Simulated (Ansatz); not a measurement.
# AlClO: how energies converge with the basis set

The task here is to estimate one member of a computed series from the others.

Method: one geometry, several basis sets; program: Ansatz 0.2.0, Gaussian basis.

Levels to be run: PBE0-D4/def2-SVP; ωB97M-V/def2-SVP; PBE0-D4/def2-QZVPP; ωB97M-V/def2-QZVPP; CCSD(T)/cc-pV(D+d)Z; CCSD(T)/cc-pV(T+d)Z; CCSD(T)/cc-pV(Q+d)Z; the functionals' def2-TZVPP values are taken from earlier runs.

**The relaxed structure**

All runs share one geometry, relaxed beforehand with PBE0-D4 in a triple-zeta def2 set.

SMILES `[O]=[Al][Cl]`, 3 atoms, charge 0, spin multiplicity 1.

Atoms are counted from 1 here; the program's logs count them from 0.

Bond lengths: O1–Al2 1.592 Å, Al2–Cl3 2.059 Å. Angles: O1–Al2–Cl3 180.0°.

As a file:

```xyz
3
charge 0, multiplicity 1
O     0.1095    1.7261    0.2506
Al    0.0097    0.1535    0.0223
Cl   -0.1192   -1.8796   -0.2729
```

The first run:

File in.yaml:

```yaml
crystal:
  periodic: [false, false, false]
  atoms:
    - {symbol: O, position_ang: [0.109491, 1.726089, 0.250583]}
    - {symbol: Al, position_ang: [0.009737, 0.153532, 0.022293]}
    - {symbol: Cl, position_ang: [-0.119238, -1.879631, -0.272866]}
basis:
  gaussian: {orbitals: def2-SVP}
hamiltonian: {xc: pbe0, dispersion: d4}
output: {orbitals: {seedname: orbitals}}
```

Command:

```
ansatz run in.yaml --threads 4 --pin off --events-out ev --progress --plain --max-ram 10444MiB
```

Among the steps run: PBE0-D4 in def2-SVP; ωB97M-V in def2-SVP; PBE0-D4 in def2-QZVPP; ωB97M-V in def2-QZVPP.

One table of the session follows, with a row left open; its other results are not shown here.

| functional | basis | HOMO (eV) | LUMO (eV) |
| --- | --- | --- | --- |
| PBE0-D4 | def2-SVP | ? | ? |
| PBE0-D4 | def2-TZVPP | -7.90 | -2.60 |
| PBE0-D4 | def2-QZVPP | -7.95 | -2.66 |
| ωB97M-V | def2-SVP | -10.07 | -0.60 |
| ωB97M-V | def2-TZVPP | -10.28 | -0.76 |
| ωB97M-V | def2-QZVPP | -10.34 | -0.92 |

Estimate the missing values for PBE0-D4, def2-SVP.

The run gave: HOMO (eV): -7.76; LUMO (eV): -2.47. In the column «HOMO (eV)» it is the highest.
